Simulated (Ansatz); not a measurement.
Zinc-blende InP, direct gap at Γ

Reference value: 1.42 eV (measured, 0 K, recommended value of a review; gaps at 0 K; as tabulated in Vurgaftman et al. (2001), doi:10.1063/1.1368156).

What do LDA+SOC, BLYP, r²SCAN+SOC, HSE06+SOC, r²SCAN0, r²SCANh, Hartree–Fock give, and how far is each from the reference?


```json
[
 {"level (code)": "LDA+SOC (Ansatz)", "value (eV)": "0.43", "cell (Å³/atom)": "25.27", "difference (eV)": "-0.99"},
 {"level (code)": "BLYP (Ansatz)", "value (eV)": "0.58", "cell (Å³/atom)": "25.27", "difference (eV)": "-0.84"},
 {"level (code)": "r²SCAN+SOC (Ansatz)", "value (eV)": "1.11", "cell (Å³/atom)": "25.27", "difference (eV)": "-0.31"},
 {"level (code)": "HSE06+SOC (Ansatz)", "value (eV)": "1.43", "cell (Å³/atom)": "25.27", "difference (eV)": "+0.01"},
 {"level (code)": "r²SCAN0 (Ansatz)", "value (eV)": "2.31", "cell (Å³/atom)": "25.27", "difference (eV)": "+0.89"},
 {"level (code)": "r²SCANh (Ansatz)", "value (eV)": "1.52", "cell (Å³/atom)": "25.57", "difference (eV)": "+0.10"},
 {"level (code)": "Hartree–Fock (Ansatz)", "value (eV)": "7.12", "cell (Å³/atom)": "25.27", "difference (eV)": "+5.70"}
]
```

Once the reference is moved by up to 0.15 eV (a margin picked here for doubts on the reference and the settings, and for temperature and zero-point motion) and values within 0.03 eV count as equal, the nearest can be HSE06+SOC (+0.01 eV), r²SCANh (+0.10 eV) or r²SCAN+SOC (-0.31 eV). Farthest off among them: Hartree–Fock (+5.70 eV). Within 0.5 eV: r²SCAN+SOC, HSE06+SOC, r²SCANh.

Density-functional gaps are differences of (generalised) Kohn–Sham levels of a static lattice; semilocal ones lie below quasiparticle gaps as a rule. Measured gaps hold zero-point and thermal shifts unless a correction is named. Spin–orbit coupling is included only where a level's name says +SOC; with heavier elements it mostly lowers gaps and can invert bands.  Values are at the measured cell; r²SCANh at the level's own equilibrium cell. Cutoffs and k meshes differ between the levels. Ansatz's density-functional and Hartree–Fock values are scalar-relativistic unless marked +SOC, with PAW data made under PBE.

Differences are worked out from the printed values.

Ansatz is a program for electronic structure.
